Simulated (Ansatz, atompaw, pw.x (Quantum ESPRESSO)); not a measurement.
**O (Z = 8) (fcc): variants of one PAW (atompaw) potential in the solid**

atompaw 4.2.0.5 input, output lines left out:

```
O 8
LDA-PW scalarrelativistic loggrid 1500 logderivrange -4 5 226
2 2 0 0 0 0
2 0 1.5
2 1 4.5
0 0 0
c
v
v
2
1.90 1.45 1.40 1.65
y
-1.2
n
y
-0.4
n
y
0.35
y
2.15
n
custom polynom vanderbiltortho gaussian
bessel
1.90
1.90
1.90
1.90
1.90
1.85
```

Crystal test: fcc O in pw.x 7.5, no spin, 18³ k-points, Fermi–Dirac smearing 0.01 Ry, cutoffs set for each file from its atomic test. The reference is all-electron LAPW (Ansatz 0.2.0) with the same functional, mesh and smearing; V0 and B0 come from Birch–Murnaghan fits to the pressures at five volumes. Errors are pseudo minus all-electron; Δ is the rms difference of the E(V) curves that follow from these fits, minima aligned, over ±6 % about the mean V0. Mesh and smearing are coarse, so the numbers serve the comparison and aren't converged zero-temperature values; the lattice is a test structure that the element need not adopt. Spin polarisation is left out.

All-electron: a0 = 3.070 Å (V0 = 7.23 Å³/atom), B0 = 194.3 GPa.

2 further variants are left out: they gave no file fit for a test, a broken result, the same result as the base, or pressures whose basis-set error rivals the error shown.

```csv
change,cutoffs (Ry),pw.x,a0 (Å),a0 error (%),B0 error (%),Δ (meV/atom),mean pressure error (GPa)
base,45/450,converged,3.071,+0.04,+0.1,0.4,+0.25
"all radii scaled by about 1.14 (s 2.16, p 2.16, d 2.16 bohr); local potential bessel scheme, radius 1.58 bohr; augmentation gaussian compensation charge, radius 1.64 bohr; PAW radius 2.16 bohr; waves and projectors: custom polynom vanderbiltortho; core correction smooth core density matched at 1.88 bohr",40/400,converged,3.072,+0.08,+0.4,0.8,+0.51
"all radii scaled by about 1.25 (s 2.38, p 2.38, d 2.38 bohr); local potential bessel scheme, radius 1.76 bohr; augmentation gaussian compensation charge, radius 1.82 bohr; PAW radius 2.38 bohr; waves and projectors: custom polynom vanderbiltortho; core correction smooth core density matched at 2.06 bohr",40/400,converged,3.075,+0.18,+0.8,1.7,+1.13
```

Give the row for: all radii scaled by about 1.04 (s 1.98, p 1.98, d 1.98 bohr); local potential bessel scheme, radius 1.46 bohr; augmentation gaussian compensation charge, radius 1.50 bohr; PAW radius 1.98 bohr; waves and projectors: custom polynom vanderbiltortho; core correction smooth core density matched at 1.72 bohr.

pw.x: converged; mean pressure error (GPa): +0.32; a0 (Å): 3.071; a0 error (%): +0.05; B0 error (%): +0.2; Δ (meV/atom): 0.5.
